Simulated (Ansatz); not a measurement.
**fcc Ir**

Level of theory: PBE-D4 (plane waves, PAW; Ansatz, an electronic-structure program).

Run with plane-wave cutoff 500 eV, 32×32×32 k mesh, Fermi–Dirac smearing 0.1 eV, no spin polarisation, scalar-relativistic PAW data made under PBE.

Cell (relaxed at this level):

Space group Fm-3m (No. 225); a = b = c = 3.839 Å, α = β = γ = 90.00°

```json
[
 {"atom": "Ir", "site": "4a", "symmetry": "m-3m", "x": "0.0000", "y": "0.0000", "z": "0.0000"}
]
```
(The calculation used a cell of 1 atom; values per cell refer to that cell.)

```yaml
volume_per_atom: 14.14 Å³/atom
lattice_parameter_a: 3.839 Å
```

Measured, for comparison: equilibrium volume per atom 14.06 Å³/atom, lattice constant a 3.831 Å (static lattice: zero-point anharmonic expansion removed; as tabulated in Mejia-Rodriguez and Trickey (2018), arXiv:1807.09216). Computed (rounded) less measured: equilibrium volume per atom +0.6 %, lattice constant a +0.2 %.

Spin–orbit coupling is not included.

The computed numbers hold no vibrational or temperature effects.

It cost very roughly 50 core-seconds of CPU time.
